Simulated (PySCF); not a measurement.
Molecule: `InChI=1S/C5H11N/c1-2-5-3-4-6-5/h5-6H,2-4H2,1H3/t5-/m1/s1`.

Bonds (- single, = double, # triple, : aromatic): C1-C2, C2-C3, C3-C4, C4-C5, C5-N6, N6-C3. C1 carries H7, H8, H9; C2 carries H10, H11; C3 carries H12; C4 carries H13, H14; C5 carries H15, H16; N6 carries H17. Stereochemistry as in CC[C@@H]1CCN1. H14, H16 are cis to C2 on the ring; H10 is pro-R; H11 is pro-S; H13, H15 are trans to C2 on the ring.

Frames of a GFN2-xTB Langevin trajectory at 300 K; GIAO PBE0/pcSseg-1 shieldings in PySCF 2.14.0 with density-fitted response routines, gas phase, non-relativistic; equivalent atoms averaged within each frame.

References, each an isolated molecule treated in the same way: ¹³C (σ = 186.93 ppm), ¹H (σ = 31.72 ppm) vs TMS; ¹⁵N (σ = 267.73 ppm) against NH3. The references are static minima.

How do the shifts (ppm) fluctuate along the trajectory?

Answers


```csv
time (fs),C3,C5,C2,C4,C1,N6,H16,H12,H15,H10
250,60.6,44.8,33.7,20.4,13.5,54.6,4.01,3.65,3.55,2.75
425,66.3,44.4,34.7,27.2,15.5,52.9,5.09,3.91,3.17,2.48
625,60.7,43.6,37.7,32.3,6.8,56.3,2.50,4.30,3.84,2.12
800,64.3,49.2,42.0,27.2,10.0,59.4,3.43,4.15,4.45,1.48
1000,69.1,52.5,48.2,21.6,22.5,61.5,4.80,3.96,4.75,3.26
mean of frames,64.2,46.9,39.2,25.7,13.6,57.0,3.97,3.99,3.95,2.42
standard deviation,3.7,3.8,5.9,4.8,6.0,3.5,1.05,0.25,0.65,0.67
```

5 frames give an uncertainty of the mean of about the standard deviation over 2.2 at best, since frames this close in time may not be independent; classical motion lacks zero-point vibration, and the reference would need the same averaging.
